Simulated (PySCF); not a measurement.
# Core-level binding energies of `CCCC(N)=O`

Compound: C4H9NO.
Geometry (PBE0-D3(BJ)/def2-SVP, Å), atoms numbered from 1 in this order:
```
atom  x, y, z in Å
C1    -2.2151   -0.4238   -0.3051
C2    -0.7526   -0.4175   -0.7161
C3     0.1585    0.1768    0.3426
C4     1.6086    0.2629   -0.1045
N5     2.4861    0.6180    0.8731
O6     1.9612    0.0452   -1.2449
H7    -2.5865    0.5974   -0.1199
H8    -2.8490   -0.8693   -1.0863
H9    -2.3739   -1.0027    0.6195
H10   -0.4144   -1.4412   -0.9445
H11   -0.6125    0.1466   -1.6513
H12   -0.1734    1.1982    0.6056
H13    0.1037   -0.4038    1.2809
H14    2.1974    0.7976    1.8229
H15    3.4622    0.7155    0.6283
```

Method: delta-SCF UKS SCAN, pcX-2 on the ionised atom, pcseg-1 elsewhere, spin-free X2C in PySCF 2.14.0. Each binding energy is the total energy of the core-ionised species, with the hole localised on one atom, minus that of the ground state; both are solved self-consistently, so orbital relaxation is included.

Q: List the computed XPS lines with their assignment.

A: 
```csv
atom(s),bonded to,level,binding energy (eV),above the level's lowest (eV),count
C1,C and 3 H,C 1s,290.62,+0.07,1
C2,2 C and 2 H,C 1s,290.55,0.00,1
C3,2 C and 2 H,C 1s,290.89,+0.34,1
C4,"O (double bond), N and C",C 1s,293.75,+3.20,1
N5,C and 2 H,N 1s,405.99,0.00,1
O6,C (double bond),O 1s,536.90,0.00,1
```

Lowest listed C 1s: C2, bonded to 2 C and 2 H. Highest, 3.20 eV above it: C4, bonded to O (double bond), N and C. The widest gap between neighbouring values is 2.86 eV, between 290.89 and 293.75 eV. Summing the Pauling electronegativity differences to the bonded atoms, each weighted by its formal bond order, gives -0.70 for the lowest site and +2.27 for the highest; no listed site has a larger sum than the highest. The smallest sum, -1.05, belongs to C1, 0.07 eV above the lowest.

Q: Which effective nuclear charge Zeff reproduces each element's mean 1s value in the hydrogen-like formula E = 13.606 eV × Zeff²?

A: C (Z = 6): mean 291.5 eV, Zeff = 4.63, Z − Zeff = 1.37; N (Z = 7): mean 406.0 eV, Zeff = 5.46, Z − Zeff = 1.54; O (Z = 8): mean 536.9 eV, Zeff = 6.28, Z − Zeff = 1.72. Means run over the listed sites, weighted by atom count.

Geometry: PBE0-D3(BJ)/def2-SVP, one conformer, isolated molecule.
